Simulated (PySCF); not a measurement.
## Basis-set dependence of AlH⁺ at CCSD(T)

PySCF, UHF reference; doublet, unpaired electrons σ ↑; De to Al⁺ + H without counterpoise correction. Frozen cores follow the default of each basis and core potential.

```csv
basis,relativity,functions,Re (Å),ωe (cm⁻¹),De (eV),frozen orbitals
3-21G,no relativity,15,1.687,1386,0.26,5
x2c-SVPall,spin-free X2C,23,1.612,1683,0.68,5
def2-TZVP,no relativity,43,1.613,1667,0.76,5
def2-TZVPPD,no relativity,65,1.610,1675,0.83,5
```

Task: How does each smaller set differ from the one with most functions, def2-TZVPPD?

Result: 3-21G: +7.7 pm, -17.3 % in ωe, -0.57 eV in De; x2c-SVPall: +0.2 pm, +0.5 % in ωe, -0.15 eV in De; def2-TZVP: +0.3 pm, -0.5 % in ωe, -0.07 eV in De. All at CCSD(T); the set with most functions is neither the basis-set limit nor always the best. The rows treat relativity differently, so the differences are not basis effects alone.

Correlated steps freeze 5 core orbitals. Correlated levels converge slowly with the basis: in double zeta they bind strong bonds too weakly, by up to about 1 eV, and carry superposition errors of some tenths. For an ion De counts to the pair picked by the measured ionisation energies or electron affinities, which need not be the lowest pair at this level. 3-21G is very small, so such numbers show the basis as much as the molecule. The state is the lowest determinant that a PBE0 search found; another state may lie lower at other levels.
